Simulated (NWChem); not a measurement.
# [SiH3]− (SMILES [SiH3-]): PBE/aug-cc-pVDZ

Aim: the vertical ionisation energy of [SiH3]− at PBE/aug-cc-pVDZ, from 2 runs. 

The calculation is run with NWChem 7.3.0.

## (1) Starting point

The species is [SiH3]− (4 atoms), meant as a singlet with charge -1. As SMILES, `[SiH3-]`. The coordinates come from a PBE0-D4/def2-TZVPD relaxation.

Bond lengths: Si1–H2 1.546 Å, Si1–H3 1.546 Å, Si1–H4 1.546 Å. Angles: H2–Si1–H3 94.1°, H2–Si1–H4 94.1°, H3–Si1–H4 94.1°.

## (2) The energy at PBE/aug-cc-pVDZ

File run.nw:

```
start run
title "H3Si energy"
memory total 2200 mb
charge -1
geometry noautosym nocenter noautoz
  Si     0.539700    -0.050700    -0.300900
  H      0.426600     0.622300     1.085900
  H     -0.298500    -1.283700     0.106800
  H     -0.667800     0.712200    -0.891800
end
basis spherical bse
  Si library aug-cc-pVDZ
  H library aug-cc-pVDZ
end
dft
  xc xpbe96 cpbe96
  grid coarse
  convergence energy 1e-08
  iterations 100
  mulliken
  noprint "final vectors analysis"
end
task dft energy
```

On the command line:

```
$ nwchem run.nw > run.out
```

Output:

```text
[...]
          Wavefunction type:  closed shell.
          No. of atoms     :     4
          No. of electrons :    18
[...]
          Charge           :    -1
          Spin multiplicity:     1
[...]
          AO basis - number of functions:    54
[...]
              XC Information
              --------------
          PerdewBurkeErnzerhof Exchange Functional  1.000
            Perdew 1991 LDA Correlation Functional  1.000 local
           PerdewBurkeErnz. Correlation Functional  1.000 non-local
[...]
 d= 0,ls=0.0,diis     1   -290.8906692680 -3.06D+02  9.67D-02  1.33D+00     1.2
[...]
 d= 0,ls=0.0,diis    10   -291.1154779203 -6.83D-11  1.40D-07  3.12D-11     6.9
         Total DFT energy =     -291.115477920322
      One electron energy =     -436.854009782400
           Coulomb energy =      152.605491582259
    Exchange-Corr. energy =      -21.947944494252
 Nuclear repulsion energy =       15.080984774071
[...]
      Total Density - Mulliken Population Analysis
     ---------------------------------------------
    Atom       Charge   Shell Charges
 -----------   ------   -------------------------------------------------------
    1 Si  14    15.56   2.00  2.04  0.79  1.06  0.10  6.02  1.43  1.65  0.26  0.13  0.09
    2 H    1     0.81   0.72  0.05  0.03  0.01  0.00
    3 H    1     0.81   0.72  0.05  0.03  0.01  0.00
    4 H    1     0.81   0.72  0.05  0.03  0.01  0.00
[...]
```

Run time: 7.5 s. Hardware: 1 thread of Intel Xeon Platinum 8259CL at 2.50GHz (Skylake/Cascade Lake), shared host; peak memory 0.1 GiB.

## (3) Doublet neutral SiH3

File test.xyz:

```xyz
4
H3Si PBE
Si     0.539700    -0.050700    -0.300900
H      0.426600     0.622300     1.085900
H     -0.298500    -1.283700     0.106800
H     -0.667800     0.712200    -0.891800
```

File test.nw:

```
START test
TITLE "H3Si PBE"
memory 2200 mb
charge 0

GEOMETRY units angstrom noautosym nocenter noautoz
   load format xyz test.xyz
END

BASIS spherical bse
   * library aug-cc-pVDZ
END

DFT
   xc xpbe96 cpbe96
   mult 2
   grid coarse
   convergence energy 1e-08
   iterations 100
   mulliken
   print low
END

TASK dft energy
```

On the command line:

```
$ nwchem test.nw > test.out
```

Output:

```text
[...]
 d= 0,ls=0.0,diis     1   -291.0276495465 -3.06D+02  8.79D-03  2.90D-02     1.3
[...]
 d= 0,ls=0.0,diis     8   -291.0466319077 -2.10D-09  6.22D-07  2.13D-10     6.5
[...]
         Total DFT energy =     -291.046631907718
      One electron energy =     -432.469367089978
           Coulomb energy =      148.097121046179
    Exchange-Corr. energy =      -21.755370637991
 Nuclear repulsion energy =       15.080984774071
[...]
      Total Density - Mulliken Population Analysis
     ---------------------------------------------
    Atom       Charge   Shell Charges
 -----------   ------   -------------------------------------------------------
    1 Si  14    14.67   2.00  2.04  0.81  0.93 -0.01  6.02  1.43  1.24  0.01  0.12  0.07
    2 H    1     0.78   0.70  0.07  0.01  0.01 -0.01
    3 H    1     0.78   0.70  0.07  0.01  0.01 -0.01
    4 H    1     0.78   0.70  0.07  0.01  0.01 -0.01
[...]
      <S2> =      0.7525 (Exact =     0.7500)
[...]
```

It took 7.2 s on 1 thread of Intel Xeon Platinum 8259CL at 2.50GHz (Skylake/Cascade Lake), shared host; peak memory 0.11 GiB.

## (4) Summary of results

At PBE/aug-cc-pVDZ:

```
                                           quantity          value
                      singlet [SiH3]−: total energy  -291.11548 Eh
                 doublet neutral SiH3: total energy  -291.04663 Eh
                         doublet neutral SiH3: ⟨S²⟩          0.752
vertical detachment energy (to the doublet neutral)       1.873 eV
```

**Reading.** The vertical ionisation energy comes to 1.87 eV (43 kcal/mol).
